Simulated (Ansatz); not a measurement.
Task: a single point in a Gaussian basis of C₄H₃F, SMILES C=C=C=CF, with the Python package of Ansatz (0.2.0). Give the script and its output. Use: PBE, def2-TZVP basis, multiplicity 1.

Contents of `c4h3f.xyz`:
```text
8

C     0.00340    1.87500    0.07130
C    -0.04460    0.61960    0.02770
C    -0.06750   -0.57600   -0.01510
C     0.04500   -1.85980   -0.03650
F     0.97600   -2.57560   -0.61280
H    -0.86450    2.47580    0.51810
H     0.79890    2.48650   -0.37090
H    -0.75450   -2.50260    0.36250
```

The script, `energy_c4h3f.py`:
```python
"""Electronic structure of the C4H3F molecule."""

from pathlib import Path
import json

import ansatz as az

BASIS = "def2-TZVP"
XC = "pbe"


def main() -> None:
    molecule = az.Crystal.molecule_from_extxyz("c4h3f.xyz")

    setup = (
        molecule.calculation()
        .basis(gaussian=BASIS)
        .functional(XC)
        .orbitals()
    )
    outcome = setup.run(threads=1, backend="cpu", runs_dir="runs")
    r = outcome.report

    for key in ("converged", "free_energy_ev", "reference_energy_ev", "n_frozen", "n_occupied", "n_virtual"):
        print(f"{key:22s} {r[key]}")

    state = r["mean_field"]["state"]
    print(f"mean field: {state['energy']['hartree']:.7f} Ha, <S^2> = {abs(state['spin_squared']):.4f}, stability: {state.get('stability', {}).get('kind')}")

    lines = Path(r["orbitals_path"]).read_text().splitlines()
    field_of = lambda key: [line.split("=")[1].strip() for line in lines if line.startswith(key)]
    orbitals = [(27.211386 * float(e), s, float(n)) for e, s, n in zip(field_of("Ene="), field_of("Spin="), field_of("Occup="))]
    homo = max(e for e, _, n in orbitals if n > 0.5)
    lumo = min(e for e, _, n in orbitals if n < 0.5)
    for e, spin, n in sorted(orbitals):
        if homo - 15 < e < lumo + 5:
            print(f"{spin:6s} {e:10.3f} eV  occupation {n:.0f}")
    with open("c4h3f.json", "w") as handle:
        json.dump({k: r[k] for k in ("free_energy_ev", "reference_energy_ev", "n_occupied", "n_virtual")}, handle, indent=1)


if __name__ == "__main__":
    main()
```

Output of `python energy_c4h3f.py`:
```text
converged              True
free_energy_ev         -6904.991494143835
reference_energy_ev    -6904.991494143835
n_frozen               0
n_occupied             [18, 18]
n_virtual              [155, 155]
mean field: -253.7537570 Ha, <S^2> = 0.0000, stability: minimum
Alpha     -20.469 eV  occupation 2
Alpha     -18.814 eV  occupation 2
Alpha     -16.622 eV  occupation 2
Alpha     -14.104 eV  occupation 2
Alpha     -13.108 eV  occupation 2
Alpha     -12.045 eV  occupation 2
Alpha     -11.688 eV  occupation 2
Alpha     -10.990 eV  occupation 2
Alpha      -9.212 eV  occupation 2
Alpha      -8.938 eV  occupation 2
Alpha      -6.992 eV  occupation 2
Alpha      -5.921 eV  occupation 2
Alpha      -2.203 eV  occupation 0
Alpha      -1.026 eV  occupation 0
Alpha       1.049 eV  occupation 0
Alpha       1.519 eV  occupation 0
Alpha       2.414 eV  occupation 0
Alpha       2.785 eV  occupation 0
```

It writes `c4h3f.json`:
```json
{
 "free_energy_ev": -6904.991494143835,
 "reference_energy_ev": -6904.991494143835,
 "n_occupied": [
  18,
  18
 ],
 "n_virtual": [
  155,
  155
 ]
}
```

What to keep in mind:
- The settings weren't tested for convergence.
- The geometry is a force-field or estimated start, not a minimum of this method, and the basis set is short of its limit.
- Alpha marks a spatial orbital of a restricted run, filled by both spins.
- Levels such as HOMO and LUMO are orbital energies: with these approximate functionals they aren't the ionisation energy and electron affinity, and their gap isn't the fundamental gap.
- Hardware and time: 2.7 s on 1 thread of Intel(R) Xeon(R) Platinum 8488C (Sapphire Rapids), with other jobs on the host, peak memory 0.23 GiB.

(Lines on the test bed's own set-up are left out of the output.)
